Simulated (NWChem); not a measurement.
System: C₂H₃F; SMILES C=CF

Excerpt of the output:

```
             Northwest Computational Chemistry Package (NWChem) 7.3.0
             --------------------------------------------------------

 CS  symmetry detected

                             Geometry "geometry" -> ""
                             -------------------------

 Output coordinates in angstroms (scale by  1.889725989 to convert to a.u.)

  No.       Tag          Charge          X              Y              Z
 ---- ---------------- ---------- -------------- -------------- --------------
    1 C                    6.0000    -0.22780870     1.17436602     0.00000000
    2 C                    6.0000     0.42600919     0.02090406     0.00000000
    3 F                    9.0000    -0.19083991    -1.15606061     0.00000000
    4 H                    1.0000    -1.31938911     1.20397709     0.00000000
    5 H                    1.0000     0.33145215     2.11021585     0.00000000
    6 H                    1.0000     1.51629317    -0.08126793     0.00000000

 Effective nuclear repulsion energy (a.u.)      67.6384134860

      Symmetry information
      --------------------

 Group name             Cs
 Group number              2
 Group order               2
 No. of unique centers     6

                                 NWChem DFT Module
                                 -----------------

 Summary of "ao basis" -> "ao basis" (spherical)
 ------------------------------------------------------------------------------
       Tag                 Description            Shells   Functions and Types
 ---------------- ------------------------------  ------  ---------------------
 C                         def2-tzvpd               13       37   6s3p3d1f
 F                         def2-tzvpd               14       40   6s4p3d1f
 H                         def2-tzvpd                5        9   3s2p

      Symmetry analysis of basis
      --------------------------

        a'         98
        a"         43

            General Information
            -------------------
          SCF calculation type: DFT
          Wavefunction type:  closed shell.
          No. of atoms     :     6
          No. of electrons :    24
           Alpha electrons :    12
            Beta electrons :    12
          Charge           :     0
          Spin multiplicity:     1
          Use of symmetry is: on ; symmetry adaption is: on
          Maximum number of iterations: 150
          AO basis - number of functions:   141
                     number of shells:    55
          Convergence on energy requested:  1.00D-06
          Convergence on density requested:  1.00D-05
          Convergence on gradient requested:  5.00D-04

              XC Information
              --------------
                      r^2SCAN Method XC Functional
               r^2SCAN metaGGA Exchange Functional  1.000
                     r^2SCAN Correlation Potential  1.000

             Grid Information
             ----------------
          Grid used for XC integration:  medium
          Radial quadrature: Mura-Knowles
          Angular quadrature: Lebedev.
          Tag              B.-S. Rad. Rad. Pts. Rad. Cut. Ang. Pts.
          ---              ---------- --------- --------- ---------
          C                   0.70       49          11.0       434
          F                   0.50       49          11.0       434
          H                   0.35       45          11.0       434
          Grid pruning is: on
          Number of quadrature shells:   282
          Spatial weights used:  Erf1

      Superposition of Atomic Density Guess
      -------------------------------------

 Sum of atomic energies:        -176.26034877

      Non-variational initial energy
      ------------------------------

 Total energy =    -177.556499
 1-e energy   =    -375.173050
 2-e energy   =     129.978138
 HOMO         =      -0.307472
 LUMO         =       0.033813

      Symmetry analysis of molecular orbitals - initial
      -------------------------------------------------

  Numbering of irreducible representations:

     1 a'          2 a"

  Orbital symmetries:

     1 a'          2 a'          3 a'          4 a'          5 a'
     6 a'          7 a'          8 a"          9 a'         10 a'
    11 a'         12 a"         13 a"         14 a'         15 a'
    16 a'         17 a'         18 a"         19 a'         20 a'
    21 a'         22 a'

     ---------------------------------------------
      Total Density - Mulliken Population Analysis
     ---------------------------------------------

    Atom       Charge   Shell Charges
 -----------   ------   -------------------------------------------------------
    1 C    6     6.67   0.86  1.12  0.58  0.64  0.24 -0.00  1.29  1.38  0.52  0.01  0.02  0.01  0.01
    2 C    6     5.56   0.86  1.12  0.55  0.60  0.13  0.01  1.01  1.03  0.10  0.03  0.09  0.02  0.01
    3 F    9     9.36   0.77  1.20  0.61  1.00  0.31 -0.00  2.31  2.30  0.82  0.01  0.00  0.01  0.01  0.00
    4 H    1     0.80   0.23  0.44  0.09  0.02  0.01
    5 H    1     0.79   0.23  0.44  0.07  0.02  0.03
    6 H    1     0.82   0.24  0.46  0.11  0.02 -0.01

   convergence    iter        energy       DeltaE   RMS-Dens  Diis-err
 ---------------- ----- ----------------- --------- --------- ---------
 d= 0,ls=0.0,diis     1   -177.7589730468 -2.45D+02  6.27D-03  5.57D-01
 d= 0,ls=0.0,diis     2   -177.7197134360  3.93D-02  3.29D-03  9.24D-01
 d= 0,ls=0.0,diis     3   -177.8016086207 -8.19D-02  1.41D-03  6.23D-02
 d= 0,ls=0.0,diis     4   -177.8069818823 -5.37D-03  5.11D-04  1.25D-02
 d= 0,ls=0.0,diis     5   -177.8085586646 -1.58D-03  9.63D-05  1.28D-03
  Resetting Diis
 d= 0,ls=0.0,diis     6   -177.8086675720 -1.09D-04  1.79D-05  9.32D-06
 d= 0,ls=0.0,diis     7   -177.8086684878 -9.16D-07  1.46D-05  1.69D-06
 d= 0,ls=0.0,diis     8   -177.8086683866  1.01D-07  7.31D-06  2.60D-06

         Total DFT energy =     -177.808668386646
      One electron energy =     -377.328354490381
           Coulomb energy =      154.188530807752
    Exchange-Corr. energy =      -22.307258190021
 Nuclear repulsion energy =       67.638413486004

 Numeric. integr. density =       23.999999249301

                  Occupations of the irreducible representations
                  ----------------------------------------------

                     irrep           alpha         beta
                     --------     --------     --------
                     a'               10.0         10.0
                     a"                2.0          2.0

                       DFT Final Molecular Orbital Analysis
                       ------------------------------------

 Vector   10  Occ=2.000000D+00  E=-3.805462D-01  Symmetry=a'
              MO Center= -2.3D-01,  9.7D-01,  3.5D-15, r^2= 2.2D+00
   Bfn.  Coefficient  Atom+Function         Bfn.  Coefficient  Atom+Function
  ----- ------------  ---------------      ----- ------------  ---------------
     7      0.241976  1 C  px               125      0.226994  5 H  s
   116     -0.201830  4 H  s                 82      0.192860  3 F  py
     8      0.166576  1 C  py                10      0.167077  1 C  px
    13      0.166578  1 C  px                85      0.160018  3 F  py
   124      0.146529  5 H  s                115     -0.132277  4 H  s

 Vector   11  Occ=2.000000D+00  E=-3.401153D-01  Symmetry=a'
              MO Center=  1.5D-01, -4.2D-01, -4.3D-16, r^2= 1.8D+00
   Bfn.  Coefficient  Atom+Function         Bfn.  Coefficient  Atom+Function
  ----- ------------  ---------------      ----- ------------  ---------------
    81      0.357589  3 F  px                84      0.293302  3 F  px
     5     -0.256113  1 C  s                 50     -0.205946  2 C  px
    87      0.197028  3 F  px               134     -0.194438  6 H  s
    44     -0.186189  2 C  px                82     -0.145570  3 F  py
     8     -0.129053  1 C  py                 7      0.124965  1 C  px

 Vector   12  Occ=2.000000D+00  E=-2.464157D-01  Symmetry=a"
              MO Center=  2.1D-02,  4.8D-01,  1.2D-15, r^2= 1.7D+00
   Bfn.  Coefficient  Atom+Function         Bfn.  Coefficient  Atom+Function
  ----- ------------  ---------------      ----- ------------  ---------------
     9      0.296870  1 C  pz                12      0.279468  1 C  pz
    46      0.255074  2 C  pz                49      0.237011  2 C  pz
    83     -0.220122  3 F  pz                86     -0.180821  3 F  pz
    15      0.149873  1 C  pz                89     -0.134697  3 F  pz
    52      0.107744  2 C  pz                59      0.028454  2 C  d -1

 Vector   13  Occ=0.000000D+00  E=-2.274989D-02  Symmetry=a"
              MO Center=  1.1D-01,  5.8D-01,  3.6D-13, r^2= 2.4D+00
   Bfn.  Coefficient  Atom+Function         Bfn.  Coefficient  Atom+Function
  ----- ------------  ---------------      ----- ------------  ---------------
    49      0.363446  2 C  pz                46      0.344919  2 C  pz
    12     -0.309517  1 C  pz                 9     -0.279759  1 C  pz
    52      0.226021  2 C  pz                15     -0.161832  1 C  pz
    83     -0.140622  3 F  pz                89     -0.116857  3 F  pz
    86     -0.115436  3 F  pz               123     -0.103455  4 H  pz

 Vector   14  Occ=0.000000D+00  E= 3.093369D-02  Symmetry=a'
              MO Center=  5.4D-01,  3.2D-01, -3.1D-15, r^2= 9.4D+00
   Bfn.  Coefficient  Atom+Function         Bfn.  Coefficient  Atom+Function
  ----- ------------  ---------------      ----- ------------  ---------------
   126     -2.977199  5 H  s                  5      2.743784  1 C  s
    43      2.197378  2 C  s                 80     -2.010390  3 F  s
   135     -1.808679  6 H  s                 42      1.511804  2 C  s
     6      1.025243  1 C  s                 51     -0.770297  2 C  py
    13      0.561508  1 C  px                14      0.561033  1 C  py

[...]
```

Level: r2SCAN/def2-TZVPD. Geometry: optimised at PBE0/def2-SVP.

Q: Reconstruct the input file.

A: Several could match; the one computed here: the input that was run:
```
start job
memory heap 200 mb stack 900 mb global 1100 mb
geometry units angstroms noautoz
  C     -0.236674     1.168760     0.000000
  C      0.424893     0.019725     0.000000
  F     -0.184020    -1.161365     0.000000
  H     -1.328429     1.191023     0.000000
  H      0.316275     2.108353     0.000000
  H      1.515840    -0.075106     0.000000
end
basis spherical
  * library def2-tzvpd
end
dft
  xc r2scan
  iterations 150
  mulliken
end
task dft energy
```
